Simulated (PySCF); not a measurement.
Working out the ionisation energy of O

O [He] 2s2 2p4 (3P) → O⁺ [He] 2s2 2p3 (4S). All numbers are calculated (PySCF 2.14, scalar relativity by spin-free X2C-1e, in aug-cc-pCVQZ-DK (9s8p6d4f2g, 109 functions)). Frozen: nothing. Energies in hartree (1 hartree = 27.21139 eV):

| part | O (lower) | O⁺ (upper) |
| --- | --- | --- |
| UHF | -74.869906 | -74.428383 |
| MP2 opposite-spin | -0.173441 | -0.127765 |
| MP2 same-spin | -0.045273 | -0.038269 |

Task: What does Hartree-Fock give?

Result: (-74.428383) − (-74.869906) = 0.441523 hartree = 12.014 eV.

Task: What do MP2 and SCS-MP2 (6/5 opposite-spin, 1/3 same-spin) give?

Result: The opposite-spin parts differ by 1.243 eV and the same-spin parts by 0.191 eV. MP2: 12.014 + (1.243) + (0.191) = 13.448 eV. SCS-MP2: 12.014 + 1.2 × (1.243) + (0.191)/3 = 13.569 eV.

Measured between the centres of the two terms (NIST): 13.608 eV, so MP2 (valence and next inner shell) is off by -0.160 eV.

What remains against the reference includes basis incompleteness and correlation beyond second order.
